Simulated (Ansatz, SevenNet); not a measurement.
Elastic constant C44 (GPa) of 26 elemental metals, computed with the machine-learned potential SevenNet-0 (trained on PBE and PBE+U data) and with r²SCAN (Ansatz, a first-principles code, plane waves, PAW). The set holds measured phases with no doubt noted on the run or the magnetic state but for the caveats below. 3 more of the class have both values but aren't in it, for one of these reasons: built or high-temperature cells, doubts on the run or the magnetic state, unlike cells, values of zero, layered or molecular crystals. Solids without a value at one level (not run, failed, or a magnetic order lost), or held back for tests, aren't counted.

All rows, in order of the shift (worked out from unrounded values):

```tsv
solid	SevenNet-0	r²SCAN	shift (%)
bcc K	7.56	2.68	-65
fcc Pt	78.0	58.7	-25
fcc Sr	11.2	8.93	-20
fcc Pd	72.9	60.1	-17.5
bcc Li	9.64	11.3	+17.7
bcc Na	4.57	6.49	+42
fcc Al	24.1	40.4	+68
hcp Sc	13.6	23.6	+74
fcc Ca	9.49	17.4	+83
fcc Cu	50.2	93.7	+87
hcp Mg	10.9	22.2	+104
fcc Ag	21.3	45.7	+114
fcc Rh	90.5	197	+118
fcc Pb	7.29	17.1	+134
double-hcp La	4.08	12.3	+200
hcp Y	7.35	23.3	+217
fcc Ir	85.9	277	+222
hcp Zr	10.6	34.4	+224
hcp Tc	42.5	140	+230
hcp Ti	15.1	51.7	+241
hcp Be	49.5	178	+259
fcc Au	8.67	31.7	+265
hcp Re	37.4	164	+337
hcp Os	59.9	276	+360
hcp Zn	7.03	43.6	+519
hcp Cd	0.43	16.6	+3733
```

The shift from SevenNet-0 to r²SCAN has a median of +126 %, and eight in ten lie between -18.8 % and +349 %; r²SCAN is the larger in 22 of 26. Each level is at its own cell, so the shift holds the change of volume too.

Ansatz's runs of these crystals have no spin polarisation. Meta-GGA and hybrid levels favour moments, which can bear on fcc Pd, hcp Sc, fcc Pt, hcp Ti, hcp Y, fcc Rh.

Spin–orbit coupling is left out, also for the solids with elements from indium on (fcc Pt, hcp Os, double-hcp La, fcc Ir, hcp Re, fcc Pb, fcc Au); its size isn't shown.

Each level is taken at its own relaxed cell. Ansatz's density-functional and Hartree–Fock values are scalar-relativistic unless marked +SOC, with PAW data made under PBE.
